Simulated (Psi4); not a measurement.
# doublet CH3FO+: levels of theory compared

Aim: a comparison of 3 runs (U-revPBE/aug-cc-pVDZ, UM06-L/aug-cc-pVDZ, UTPSS/aug-cc-pVDZ) of doublet CH3FO+. 

The results are computed with Psi4 1.11.

## (1) The structure to begin with

CH3FO+ has 6 atoms, charge +1, and is taken as a doublet. As SMILES of the parent species, `OCF`. The coordinates come from a PBE0-D4/def2-TZVP relaxation. This is one conformer, not always the lowest. That shape belongs to the parent species and isn't relaxed for this state.

Bond lengths: O1–C2 1.370 Å, C2–F3 1.381 Å, O1–H4 0.962 Å, C2–H5 1.096 Å, C2–H6 1.091 Å. Angles: O1–C2–F3 111.1°, O1–C2–H5 112.9°, O1–C2–H6 107.4°, F3–C2–H5 106.3°, F3–C2–H6 107.8°, C2–O1–H4 109.3°, H5–C2–H6 111.3°.

## (2) The energy at U-revPBE/aug-cc-pVDZ (run 1)

The input, ch3fo.xyz:

```xyz
6
CH3FO
O     -0.794000    -0.697200    -0.247400
C      0.250200     0.049000     0.230800
F     -0.094100     1.383200     0.323800
H     -0.928700    -0.495100    -1.178000
H      1.136800     0.004900    -0.412500
H      0.472100    -0.308800     1.237300
```

The input, job.py:

```python
import psi4

psi4.set_memory(1600000000)
psi4.set_num_threads(1)
psi4.core.set_output_file('ch3fo.out', False)

with open('ch3fo.xyz') as f:
    atoms = ''.join(f.readlines()[2:])
m = psi4.geometry('1 2\n' + atoms + 'symmetry c1\nno_reorient\nno_com')

psi4.set_options({
    'basis': 'aug-cc-pVDZ',
    'reference': 'uks',
    'puream': True,
    'e_convergence': 1e-09,
    'd_convergence': 1e-08,
    'scf_type': 'pk',
    'dft_radial_points': 99,
    'dft_spherical_points': 590,
    'maxiter': 200,
})

e, wfn = psi4.energy("revpbe", return_wfn=True)
psi4.oeprop(wfn, "MULLIKEN_CHARGES", "DIPOLE", "LOWDIN_CHARGES", title="REVPBE")
print(f'revpbe energy: {e:.10f} Eh')
```

Run with:

```bash
python job.py
```

ch3fo.out:

```text
[...]
  Running in c1 symmetry.
[...]
  Nuclear repulsion =   79.440325172787965
[...]
  Multiplicity = 2
[...]
  Nalpha       = 13
  Nbeta        = 12
[...]
    Number of basis functions: 96
[...]
   @UKS iter   1:  -214.26717945308178    2.72145e-01   7.61347e-03 ADIIS/DIIS
[...]
   @UKS iter  14:  -214.51136041878257   -2.15721e-11   6.43629e-09 DIIS
[...]
   @S^2 Observed:                7.521808800E-01
[...]
  @UKS Final Energy:  -214.51136041878257
   => Energetics <=
    Nuclear Repulsion Energy =             79.4403251727879649
    One-Electron Energy =                -444.9252877759105331
    Two-Electron Energy =                 176.0975086043731039
    DFT Exchange-Correlation Energy =     -25.1239064200331477
    Empirical Dispersion Energy =           0.0000000000000000
    VV10 Nonlocal Energy =                  0.0000000000000000
    Total Energy =                       -214.5113604187825729
[...]
 Multipole Moments:
 ------------------------------------------------------------------------------------
     Multipole            Electronic (a.u.)      Nuclear  (a.u.)        Total (a.u.)
 ------------------------------------------------------------------------------------
 L = 1.  Multiply by 2.5417464519 to convert [e a0] to [Debye]
 Dipole X            :          9.6720583           -9.4817008            0.1903574
 Dipole Y            :        -12.2735823           12.0303745           -0.2432078
 Dipole Z            :         -4.1491883            3.7163354           -0.4328529
 Magnitude           :                                                    0.5317402
[...]
```

On the terminal:

```text
revpbe energy: -214.5113604188 Eh
```

Run time: 34 s. Hardware: 1 thread of Intel Xeon Platinum 8488C (Sapphire Rapids), shared host; peak memory 0.87 GiB.

## (3) Energy and forces at UM06-L/aug-cc-pVDZ (run 2)

ch3fo.xyz is that of step 2.

The input, calc.py:

```python
import psi4

psi4.set_memory('1600 MB')
psi4.set_num_threads(1)
psi4.set_output_file('output.dat', False)

with open('ch3fo.xyz') as f:
    atoms = ''.join(f.readlines()[2:])
molecule = psi4.geometry('1 2\n' + atoms + 'symmetry c1\nno_reorient\nno_com')

psi4.set_options({
    'reference': 'uks',
    'puream': True,
    'e_convergence': 1e-09,
    'd_convergence': 1e-08,
    'scf_type': 'pk',
    'dft_radial_points': 99,
    'dft_spherical_points': 590,
    'maxiter': 200,
})

e_tot, wfn = psi4.gradient("m06-l/aug-cc-pVDZ", return_wfn=True)
psi4.oeprop(wfn, "QUADRUPOLE", "LOWDIN_CHARGES", "MAYER_INDICES", title="M06-L")
print('gradient / Eh bohr^-1')
print(e_tot.np.round(6))
print(f'energy = {wfn.energy():.10f} Eh')
```

Run with:

```bash
python calc.py
```

output.dat:

```text
[...]
  Running in c1 symmetry.
[...]
  Nuclear repulsion =   79.440325172787965
[...]
  Multiplicity = 2
[...]
  Nalpha       = 13
  Nbeta        = 12
[...]
    Number of basis functions: 96
[...]
   @UKS iter   1:  -214.36705140358046    1.26219e-01   6.48180e-03 DIIS/ADIIS
[...]
   @UKS iter  14:  -214.53820490809633   -1.04421e-10   9.70843e-09 DIIS
[...]
   @S^2 Observed:                7.541256449E-01
[...]
  @UKS Final Energy:  -214.53820490809633
   => Energetics <=
    Nuclear Repulsion Energy =             79.4403251727879649
    One-Electron Energy =                -445.0167884463963333
    Two-Electron Energy =                 176.2204846293093112
    DFT Exchange-Correlation Energy =     -25.1822262637972578
    Empirical Dispersion Energy =           0.0000000000000000
    VV10 Nonlocal Energy =                  0.0000000000000000
    Total Energy =                       -214.5382049080963327
[...]
  -Total Gradient:
     Atom            X                  Y                   Z
    ------   -----------------  -----------------  -----------------
       1       -0.036814228240     0.013082905161    -0.000530832460
       2        0.056627830475    -0.029350718224    -0.031419065511
       3       -0.012281723258     0.019244449213     0.011786475356
       4        0.024252512518    -0.012986472727     0.019318305471
       5       -0.019589252266     0.008810959342     0.013063316989
       6       -0.012216459744     0.001213243475    -0.012215708355
[...]
```

The script printed:

```text
gradient / Eh bohr^-1
[[-0.036814  0.013083 -0.000531]
 [ 0.056628 -0.029351 -0.031419]
 [-0.012282  0.019244  0.011786]
 [ 0.024253 -0.012986  0.019318]
 [-0.019589  0.008811  0.013063]
 [-0.012216  0.001213 -0.012216]]
energy = -214.5382049081 Eh
```

Wall time 68 s (1 thread of Intel Xeon Platinum 8488C (Sapphire Rapids), shared host); peak memory 0.87 GiB.

## (4) A single-point energy at UTPSS/aug-cc-pVDZ (run 3)

The input, input.in:

```
memory 1600 MB

molecule molecule1 {
  1 2
  O
  C 1 1.369614
  F 2 1.381043 1 111.08707
  H 1 0.961772 2 109.27638 3 70.66928
  H 2 1.096284 1 112.94101 4 -48.61089
  H 2 1.09101 5 111.32554 3 -117.08973
  symmetry c1
  no_reorient
  no_com
}

set {
  reference uks
  puream true
  e_convergence 1e-09
  d_convergence 1e-08
  scf_type pk
  dft_radial_points 99
  dft_spherical_points 590
  maxiter 200
}

e_tot, wfn = energy('tpss/aug-cc-pVDZ', return_wfn=True)
print_variables()
```

Run with:

```bash
psi4 -n 1 input.in input.out
```

input.out:

```text
[...]
  Running in c1 symmetry.
[...]
  Nuclear repulsion =   79.440343126426129
[...]
  Multiplicity = 2
[...]
  Nalpha       = 13
  Nbeta        = 12
[...]
    Number of basis functions: 96
[...]
   @UKS iter   1:  -214.37941198769371    2.28715e-01   7.29845e-03 DIIS/ADIIS
[...]
   @UKS iter  16:  -214.59867890220897   -1.13687e-13   9.60751e-10 DIIS
[...]
   @S^2 Observed:                7.534672409E-01
[...]
  @UKS Final Energy:  -214.59867890220897
   => Energetics <=
    Nuclear Repulsion Energy =             79.4403431264261286
    One-Electron Energy =                -445.0082439445651517
    Two-Electron Energy =                 176.2023774418523487
    DFT Exchange-Correlation Energy =     -25.2331555259222782
    Empirical Dispersion Energy =           0.0000000000000000
    VV10 Nonlocal Energy =                  0.0000000000000000
    Total Energy =                       -214.5986789022089738
[...]
 Multipole Moments:
 ------------------------------------------------------------------------------------
     Multipole            Electronic (a.u.)      Nuclear  (a.u.)        Total (a.u.)
 ------------------------------------------------------------------------------------
 L = 1.  Multiply by 2.5417464519 to convert [e a0] to [Debye]
 Dipole X            :          0.0792153           -0.7329302           -0.6537149
 Dipole Y            :         -1.7581404            2.7408801            0.9827397
 Dipole Z            :          0.6055031           -0.8487107           -0.2432076
 Magnitude           :                                                    1.2051018
[...]
```

Wall time 92 s (1 thread of Intel Xeon Platinum 8488C (Sapphire Rapids), shared host); peak memory 0.87 GiB.

## (5) Overview of the runs

| run | level | task | energy (Eh) | HOMO energy (eV) | LUMO energy (eV) | ⟨S²⟩ | wall time |
| --- | --- | --- | --- | --- | --- | --- | --- |
| 1 | U-revPBE/aug-cc-pVDZ | energy | -214.511360 | -16.34 | -15.64 | 0.752 | 34 s |
| 2 | UM06-L/aug-cc-pVDZ | gradient | -214.538205 | -16.63 | -15.71 | 0.754 | 68 s |
| 3 | UTPSS/aug-cc-pVDZ | energy | -214.598679 | -16.44 | -15.62 | 0.753 | 92 s |

## (6) Summary of results

```
                                 quantity          value
                      run 3: total energy  -214.59868 Eh
run 3: HOMO energy (highest over α and β)      -16.44 eV
 run 3: LUMO energy (lowest over α and β)      -15.62 eV
                              run 3: ⟨S²⟩          0.753
```

What this shows: Totals of different functionals can't be ranked against each other. All runs together took 3.2 min, the longest 92 s.
